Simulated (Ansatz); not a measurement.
[BH$_{2}$···H···SiH$_{2}$], singlet in cc-pVDZ: errors against RCCSDT(Q)

Geometry: a point of a hydrogen-transfer path between rigid fragments, not a stationary point.

```xyz
7

B    -2.3357    0.0401    0.0000
H    -2.9324    1.0737    0.0000
H    -2.9324   -0.9935    0.0000
H    -0.6297    0.0401    0.0000
Si    1.0153    0.0401    0.0000
H     1.6275   -0.8342    1.0900
H     1.6275   -0.8342   -1.0900
```

Basis cc-pVDZ; Ansatz 0.2.0. Only valence electrons are correlated (noble-gas cores frozen), which leaves 12 electrons in 51 orbitals. Prefix R: restricted or restricted open-shell reference; prefix U: unrestricted. Active spaces: frontier = (8e, 8o) about the gap; pair = (2e, 2o) about the gap.

Full CI isn't at hand for all of this; RCCSDT(Q) serves as the reference, and is uncertain by about the last step of the cluster series. The frozen core follows each run's orbitals, which can shift R against U totals by a few meV.

Unrestricted rows (U) aren't spin-pure: their determinants' ⟨S²⟩ exceeds S(S+1) by up to 0.79, so they mix in states of higher spin.

* UHF ⟨S²⟩: 0.789
* T1 diagnostic (RCCSD): 0.0283
* largest doubles amplitude (RCCSD): 0.186

```tsv
level	E − E(RHF) (eV)
UHF	-0.5348
RMP2	-5.4341
UMP2	-5.3178
RCCSD	-6.8612
UCCSD	-6.8043
RCCSD(T)	-7.0889
UCCSD(T)	-6.9996
```

(1) Estimate how far RCCSDT(Q) in cc-pVDZ lies from RCCSD(T). The table doesn't fix it; the size of (T) and the diagnostics are the guide.

(1) RCCSDT(Q) in cc-pVDZ lies 66 meV below RCCSD(T), which is 29 % of the (T) step (-228 meV). T1 is raised, a doubles amplitude is large, RHF is unstable towards spin polarisation, and the rest is a large part of (T). The miss exceeds 1 kcal/mol.

The other levels:

| level | E − E(RCCSDT(Q)) (meV) | share of correlation (%) | wall time |
| --- | --- | --- | --- |
| CISD | 1006 | 85.94 | 2 s |
| BCCD(T) | 69 | 99.04 | 1.2 s |
| RCCSDT | 15 | 99.79 | – |
| UCCSDT | 26 | 99.64 | – |
| UCCSDT(Q) | 1 | 99.99 | 1.8 min |
| CASSCF (pair space) | 6332 | 11.50 | – |
| NEVPT2 (pair space) | 1423 | 80.11 | 0.87 s |
| CASSCF (frontier space) | 4976 | 30.45 | – |
| NEVPT2 (frontier space) | 1334 | 81.36 | 10 s |

The correlation energy at RCCSDT(Q), counted from RHF, is -7.155 eV. That run took 24 s on 1 thread of Arm Neoverse V1, shared host.

Times hold each run's SCF and search for its determinant on a shared host, so for small cases they say little of a method's own cost; they ran on 1 thread of Arm Neoverse V1.
